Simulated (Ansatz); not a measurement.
**SiHCl2 radical (SMILES Cl[SiH]Cl): a relaxed scan of the bond length Cl1–Si2**

How does the energy rise as the bond length Cl1–Si2 leaves its equilibrium value, and do density functionals follow CCSD(T)? At each value the rest of the molecule is relaxed at PBE0-D4 with the distance held.

The runs use Ansatz 0.2.0, Gaussian basis; single points in def2-TZVPP.

Levels: PBE-D4, r2SCAN-D4, PBE0-D4, B3LYP-D4, wB97M-V, Hartree-Fock, MP2, CCSD, CCSD(T). The scan takes 1.801, 1.873, 1.977, 2.099, 2.234, 2.379, 2.534, 2.696 Å.

Cores are frozen in the correlated methods. Orbitals are unrestricted. B3LYP uses VWN-RPA correlation.

21 further runs of the same task are left out: 21 set aside as unsound or not needed.

**1. The starting structure**

The minimum, relaxed at PBE0-D4: SMILES `Cl[SiH]Cl`, 4 atoms, charge 0, spin multiplicity 2.

Atoms are counted from 1 here; the program's logs count them from 0.

Bond lengths: Cl1–Si2 2.047 Å, Si2–Cl3 2.047 Å, Si2–H4 1.488 Å. Angles: Cl1–Si2–Cl3 110.2°, Cl1–Si2–H4 108.0°, Cl3–Si2–H4 108.0°.

As a file:

```
Cl   -1.6466    0.1778    0.8894
Si    0.1876   -0.4142    0.2000
Cl    0.2509   -0.2813   -1.8417
H     1.2082    0.5177    0.7524
```

Energies of the minimum (eV), from earlier single points: PBE-D4 -32927.43962, r2SCAN-D4 -32939.35318, PBE0-D4 -32930.18101, B3LYP-D4 -32943.10629, wB97M-V -32939.74047, CCSD(T) -32902.74164.

At the minimum the bond length Cl1–Si2 is 2.047 Å.

**2. Cl1–Si2 = 1.801 Å**

File relax/in.yaml:

```yaml
crystal:
  periodic: [false, false, false]
  atoms:
    - {symbol: Cl, position_ang: [-1.646644, 0.177814, 0.889382]}
    - {symbol: Si, position_ang: [-0.032816, -0.343015, 0.282836]}
    - {symbol: Cl, position_ang: [0.030416, -0.210193, -1.758887]}
    - {symbol: H, position_ang: [0.987718, 0.588834, 0.835224]}
basis:
  gaussian: {orbitals: def2-TZVP}
magnetization: {spin_polarized: true, initial_magnetization: 1}
hamiltonian: {xc: pbe0, dispersion: d4}
relax: {f_tol: 0.005, max_steps: 200, constraints: [{distance: [0, 1]}]}
```

The command line of these runs was not kept.

Further steps of the session: Cl1–Si2 = 1.873 Å; Cl1–Si2 = 1.977 Å; Cl1–Si2 = 2.099 Å; Cl1–Si2 = 2.234 Å; Cl1–Si2 = 2.379 Å; Cl1–Si2 = 2.534 Å; Cl1–Si2 = 2.696 Å.

Before running it: what results should come out? Wanted: highest point, CCSD(T); lowest point, CCSD(T); minimum along the scan, CCSD(T); RMS deviation from CCSD(T); largest T1 diagnostic.

**Answer**, as computed:

| quantity | value |
| --- | --- |
| highest point, CCSD(T) | 1.581 eV at 2.696 Å |
| lowest point, CCSD(T) | 0.000 eV at 2.047 Å |
| minimum along the scan, CCSD(T) | 2.052 Å |
| curvature there | 17.7 eV/Å² |
| RMS deviation from CCSD(T) | PBE-D4 0.110, r2SCAN-D4 0.040, PBE0-D4 0.022, B3LYP-D4 0.094, wB97M-V 0.015, Hartree-Fock 0.041, MP2 0.050, CCSD 0.020 eV |
| largest T1 diagnostic | 0.018 |

In words: A polynomial through the near points puts the CCSD(T) minimum 0.005 Å above the PBE0-D4 value. The well is lopsided: squeezing costs more than stretching by the same length. Curvature against CCSD(T): PBE-D4 -11 %, Hartree-Fock +4 %. Best along the scan: wB97M-V. Worst: PBE-D4. 1 further points are left out, because the reference changes its state there.
